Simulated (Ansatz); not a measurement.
in.yaml

```yaml
crystal:
  periodic: [false, false, false]
  atoms:
    - {symbol: O, position_ang: [0.127949, -0.759952, 1.343337]}
    - {symbol: Ge, position_ang: [-0.036925, 0.340065, 0.003023]}
    - {symbol: O, position_ang: [0.039696, -0.784002, -1.357064]}
basis:
  gaussian: {orbitals: cc-pVDZ}
magnetization: {spin_polarized: true, initial_magnetization: 2}
hamiltonian: {xc: hf}
output: {orbitals: {seedname: orbitals}}
```

```sh
$ ansatz run in.yaml --threads 1 --pin off --events-out ev --progress --plain --max-ram 2393MiB
```

Log:

```
587 factors; integrals over basis functions are off by at most 4.4e-4 eV
mean field evaluation 1: about -60539.0809 eV, gradient 2.7e1 eV
mean field evaluation 2: about -60539.1090 eV, gradient 2.7e1 eV
mean field evaluation 4: about -60543.4761 eV, gradient 4.1e0 eV
mean field evaluation 8: about -60545.2788 eV, gradient 2.0e0 eV
mean field evaluation 16: about -60545.4689 eV, gradient 2.2e-2 eV
mean field evaluation 32: about -60545.3005 eV, gradient 5.9e-1 eV
mean field evaluation 64: about -60544.6774 eV, gradient 9.3e-1 eV
mean field evaluation 96: about -60543.3127 eV, gradient 7.3e0 eV
mean field evaluation 128: about -60544.2581 eV, gradient 3.6e-1 eV
mean field evaluation 160: about -60543.1784 eV, gradient 1.4e0 eV
mean field evaluation 192: about -60545.2005 eV, gradient 2.2e0 eV
mean field evaluation 224: about -60544.8847 eV, gradient 8.1e0 eV
mean field -60545.46888597 eV, -2225.0049423665 hartree, gradient 1.1e-5 eV, S^2 2.023870; 2 other end points of the search recorded, 0 dependent functions left out
reference -60545.46888597 eV, -2225.0049423665 hartree; 25, 23 occupied and 30, 32 virtual orbitals, 587 factors
Total energy: -60545.46888597 eV, -2225.0049423665 hartree
```

Ran on 1 thread of Arm Neoverse V1, shared host: 3.2 s wall, 0.13 GiB peak host memory.
